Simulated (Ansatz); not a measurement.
in.yaml

```yaml
crystal:
  periodic: [false, false, false]
  atoms:
    - {symbol: W, position_ang: [0.000000, 0.000000, 0.000000]}
    - {symbol: F, position_ang: [0.000000, 0.000000, 1.838237]}
basis:
  gaussian: {orbitals: def2-SVP}
magnetization: {spin_polarized: false, initial_magnetization: 3}
correlation: {method: ccsd_t, electrons: outside_noble_gas}
output: {forces: true}
```

```sh
$ ansatz run in.yaml --threads 1 --pin off --events-out ev --progress --plain --max-ram 2393MiB
```

Roughly how long does this take on 1 thread of Arm Neoverse V2, shared host, and how much host memory?

16 s wall and 0.15 GiB.

```
443 factors; integrals over basis functions are off by at most 1.0e-3 eV
mean field evaluation 1: about -4506.0567 eV, gradient 2.8e1 eV
mean field evaluation 2: about -4506.1321 eV, gradient 2.8e1 eV
mean field evaluation 4: about -4508.5546 eV, gradient 2.7e0 eV
mean field evaluation 8: about -4508.6070 eV, gradient 3.7e-1 eV
mean field evaluation 16: about -4508.6103 eV, gradient 1.8e-6 eV
mean field evaluation 32: about -4508.5983 eV, gradient 1.1e0 eV
mean field evaluation 64: about -4507.9606 eV, gradient 4.5e0 eV
mean field evaluation 96: about -4508.5307 eV, gradient 6.5e-1 eV
mean field evaluation 128: about -4508.5924 eV, gradient 1.6e0 eV
mean field evaluation 160: about -4508.0498 eV, gradient 4.7e0 eV
...
cycle   3  -8.14825715 eV  change   -1.5e-6 eV  update   3.9e-6
cycle   4  -8.14825578 eV  change    1.4e-6 eV  update   1.5e-6
cycle   5  -8.14825494 eV  change    8.3e-7 eV  update   1.1e-6
cycle   6  -8.14825555 eV  change   -6.1e-7 eV  update   6.8e-7
cycle   7  -8.14825593 eV  change   -3.8e-7 eV  update   4.6e-7
cycle   8  -8.14825581 eV  change    1.2e-7 eV  update   3.0e-7
cycle   9  -8.14825582 eV  change   -6.0e-9 eV  update   2.2e-7
cycle  10  -8.14825557 eV  change    2.4e-7 eV  update   1.6e-7
cycle  11  -8.14825557 eV  change    3.6e-9 eV  update   1.1e-7
perturbative correction -0.25072527 eV, -0.0092139839 hartree
the calculation of the forces begins
mean field evaluation 1568: about -4508.4899 eV, gradient 8.2e-1 eV
Total energy: -4517.00931326 eV, -165.9970305233 hartree
Atom 0 at     0.000000     0.000000     0.000000 Å, force     0.000000     0.000000    -0.347389 eV/Å
Atom 1 at     0.000000     0.000000     1.838237 Å, force     0.000000     0.000000     0.347390 eV/Å
Dipole moment:    -0.000000     0.000000    -0.341988 e Å
```

Forces (eV/Å):
```
W    0.000  0.000 -0.347
F    0.000  0.000  0.347
```
